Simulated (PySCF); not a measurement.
C3H2FN.
Atom-mapped SMILES: `[CH2:1]=[C:2]([F:3])[C:4]#[N:5]` (hydrogens: H6, H7 on C1)

A linear-response calculation (PySCF, def2-SVPD basis, gas phase, vertical, core orbitals frozen in the response) gave these numbers; the functional is withheld.

Orbital energies (eV): HOMO-3 -10.72, HOMO-2 -10.65, HOMO-1 -10.19, HOMO -8.33, LUMO -2.13, LUMO+1 -0.61, LUMO+2 0.26.

| state | E (eV) | f | main configurations (H = HOMO, L = LUMO) |
| --- | --- | --- | --- |
| S1 | 6.24 | 0.312 | H→L (89%) |
| S2 | 6.28 | 0.0002 | H→L+1 (94%) |
| S3 | 6.57 | 0.0001 | H-1→L (95%) |
| S4 | 7.41 | 0.0073 | H-2→L (97%) |
| S5 | 7.52 | 0.017 | H→L+2 (97%) |
| S6 | 7.56 | 0.055 | H-3→L (75%), H-1→L+1 (17%) |

Triplets (Tamm–Dancoff): T1 3.69 eV, H→L (97%); T2 5.87 eV, H→L+1 (66%), H-1→L (25%); T3 6.05 eV, H-3→L (58%), H-1→L+1 (28%); T4 6.31 eV, H-1→L (68%), H→L+1 (30%).

Vertical ionisation energy by ΔSCF with the same functional: 10.88 eV. Mean static polarisability: 42.6 au.

Question: Which of these was used?
A. HF
B. CAM-B3LYP
C. B3LYP
D. PBE

Answer: C. B3LYP is a global hybrid with 20% exact exchange. In this run −ε(HOMO) = 8.33 eV differs from the ΔSCF value by -2.55 eV, and S1 differs from the orbital gap of 6.20 eV by +0.04 eV. The ratio −ε(HOMO)/IP is 0.77. Usual ranges for neutral molecules in this basis: 0.67 to 0.83 with B3LYP, 0.5 to 0.7 with PBE, 0.85 to 0.93 with CAM-B3LYP; Hartree–Fock can't fall below 1, since the ion's relaxation only lowers the ΔSCF value.

The calculation used TDDFT B3LYP/def2-SVPD, vertical, gas phase, core orbitals frozen in the response in PySCF 2.14.0, density-fitted response routines. Isolated species at its PBE0-D3(BJ)/def2-SVP geometry, gas phase.

On one thread, Arm Neoverse V2 (shared host), this took 20 s.
